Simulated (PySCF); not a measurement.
# BH4⁺, triplet: the ladder up to RCCSDT

All five atoms lie in one plane.

Geometry: that of the BH4⁺, singlet, kept fixed. The singlet lies 6.5 eV lower here.

```csv
atom,x (Å),y (Å),z (Å)
B,0.0000,0.0000,0.0000
H,-0.0156,0.8614,0.8498
H,-0.0213,-0.8500,0.8612
H,0.0213,0.8500,-0.8612
H,0.0156,-0.8614,-0.8498
```

Basis aug-cc-pVDZ; PySCF 2.14.0. Correlated methods freeze the noble-gas cores, which leaves 6 electrons in 58 orbitals. Prefix R: restricted or restricted open-shell reference; prefix U: unrestricted.

Full CI isn't at hand for all of this; RCCSDT serves as the reference. It lacks quadruple excitations. The frozen core follows each run's orbitals, which can shift R against U totals by a few meV.

- UHF ⟨S²⟩: 2.015
- T1 diagnostic (ROHF- or RHF-based CCSD): 0.0237
- largest doubles amplitude (ROHF- or RHF-based CCSD): 0.045
- T1 diagnostic (UCCSD): 0.0130

Problem. From what is known of these methods and the diagnostics, rank them by the size of their error in total energy against RCCSDT in aug-cc-pVDZ, smallest first (an estimate: the text doesn't fix the numbers).
A. UCCSD(T)
B. UCCSDT
C. RHF
D. RMP2
E. UCCSD

Solution. B (0.0 kJ/mol), A (1.3 kJ/mol), E (5.7 kJ/mol), D (66.1 kJ/mol), C (279.9 kJ/mol).

All errors are against RCCSDT in aug-cc-pVDZ. Below it: UCCSDT. Within each family the higher level lies nearer, as is usual though not guaranteed.
